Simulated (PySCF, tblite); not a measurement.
Species: C3H2FOP.
Geometry (GFN2-xTB, Å), atoms numbered from 1 in this order:
```xyz
8
C3H2FOP angstrom
F     -1.4887    1.6846    0.5028
C     -0.6430    0.6615    0.4350
C     -0.9308   -0.6526    0.5617
P      0.5587   -1.5930    0.3887
C      1.3809   -0.1126    0.1688
O      0.6197    0.9967    0.2178
H     -1.9146   -1.0396    0.7392
H      2.4270    0.0644   -0.0039
```

Computed with wB97X-D/def2-SVPD in PySCF (dipole) on a GFN2-xTB geometry, gas phase.

Take the most abundant isotopes and a rigid rotor. 

(1) Give the principal moments of inertia and the rotational constants in MHz.

(2) Classify the top.

(3) Is it planar, by Δ = Ic − Ia − Ib?

(4) List the rotational levels J(Ka,Kc) to J = 2 (cm⁻¹).

(5) Predict some low-J microwave lines.

## Answers

(1) Ia = 65.99, Ib = 201.55, Ic = 267.55 u·Å²; 505379 MHz·u·Å²/I gives A = 7658, B = 2507, C = 1889 MHz.

(2) An asymmetric top. Ray's parameter κ = (2B − A − C)/(A − C) = -0.786; −1 is the prolate and +1 the oblate limit.

(3) Planar: Δ = Ic − Ia − Ib = 0.00 u·Å². For a rigid frame Δ = −2 Σ m c², so it vanishes when all atoms lie in the ab plane; here none is more than 0.01 Å from it.

(4) Above 0(0,0):
J = 1: 1(0,1) 0.1466, 1(1,1) 0.3185, 1(1,0) 0.3391
J = 2: 2(0,2) 0.4382, 2(1,2) 0.5911, 2(1,1) 0.6530, 2(2,1) 1.1684, 2(2,0) 1.1702

(5) The dipole components are |μa| = 0.39 D, |μb| = 0.06 D, |μc| = 0.00 D; the mirror of this Cs structure is the ab plane, so μc vanishes by symmetry and there are no c-type lines. Intensities carry the squares of the components, which stand as 1.00 : 0.02 (a : b). Some lines, for components of 0.1 D or more:

| type | branch | J(Ka,Kc) | MHz | lower level (cm⁻¹) |
| --- | --- | --- | --- | --- |
| a | Q | 1(1,0) ← 1(1,1) | 618 | 0.318 |
| a | Q | 2(1,1) ← 2(1,2) | 1855 | 0.591 |
| a | R | 1(0,1) ← 0(0,0) | 4396 | 0.000 |
| a | R | 2(1,2) ← 1(1,1) | 8174 | 0.318 |
| a | R | 2(0,2) ← 1(0,1) | 8740 | 0.147 |
| a | R | 2(1,1) ← 1(1,0) | 9411 | 0.339 |

Its GFN2-xTB frequencies are all real (lowest 245 cm⁻¹). Zero-point vibration and centrifugal distortion are left out.

On Arm Neoverse V1, one thread, no GPU, on a shared host, this took 16 s of wall time. This is the wB97X-D/def2-SVPD job that gave the dipole, with the excitations it also computed.
